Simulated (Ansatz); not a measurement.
Basis-set series for C₃H₅FO, SMILES `C[C@@H]1O[C@H]1F`. The species carries charge 0 and has multiplicity 1. All single points use the PBE0-D4/def2-TZVP geometry.

```
functional       basis  functions  energy (Eh)  HOMO (eV)  LUMO (eV)
   PBE0-D4    def2-SVP         95   -291.82623      -8.40       2.08
   PBE0-D4  def2-TZVPP        225   -292.16701      -8.53       1.43
   ωB97M-V    def2-SVP         95   -292.02284     -10.78       3.70
   ωB97M-V  def2-TZVPP        225   -292.37502     -10.92       2.82
```

Question: Give the rows for def2-QZVPP. (Best estimate.)

Answer: Ansatz gave: 
```tsv
functional	basis	functions	energy (Eh)	HOMO (eV)	LUMO (eV)
PBE0-D4	def2-QZVPP	435	-292.18277	-8.57	0.84
ωB97M-V	def2-QZVPP	435	-292.39013	-10.96	1.90
```

Positive LUMOs are unbound and depend on the basis.
